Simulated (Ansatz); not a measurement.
The first iterations of a band of BH4N + H (7 atoms, charge 0, multiplicity 2).

Theory: Ansatz 0.2.0, UKS PBE-D4/def2-mTZVP.

```json
{"movable images": "8", "climbing image": "no", "spring": "5.0 eV/Å²", "optimiser": "quadratic models (default)", "start path": "through a guess of the saddle point", "force threshold": "0.05 eV/Å", "iteration limit": "60", "end points": "relaxed"}
```

Image 0:

```xyz
7
Properties=species:S:1:pos:R:3
B -0.050 0.118 -0.319
H -0.288 -0.309 0.779
N 1.251 0.016 -0.810
H 2.018 -0.399 -0.286
H 1.536 0.351 -1.728
H -0.892 0.627 -1.009
H 0.338 -0.404 3.763
```

Image 9:

```xyz
7
Properties=species:S:1:pos:R:3
B 0.045 -0.199 -0.561
H -0.169 -0.364 2.183
N 1.333 -0.015 -1.025
H 2.074 -0.705 -0.912
H 1.655 0.823 -1.517
H -0.851 0.591 -0.678
H -0.174 -0.131 2.900
```

| iteration | highest image above the first end (eV) | largest band force component (eV/Å) |
| --- | --- | --- |
| 1 | 1.812 | 7.381 |
| 2 | 1.312 | 2.266 |
| 3 | 0.711 | 0.960 |
| 4 | 0.397 | 1.372 |
| 5 | 0.319 | 0.353 |
| 6 | 0.321 | 0.866 |
| 7 | 0.291 | 0.424 |
| 8 | 0.420 | 3.268 |
| 9 | 0.302 | 0.767 |
| 10 | 0.288 | 1.627 |
| 11 | 0.286 | 0.414 |

**Question.** Does the band converge within its limit, and where does its top end?

**Answer.** It converged. It ended after 33 iterations with the highest image 0.276 eV above the first end. No image climbed, so the highest image needn't sit at the top of the path.

Run time: 5.2 min on 1 thread of Arm Neoverse V2 (shared host), peak memory 0.11 GiB.
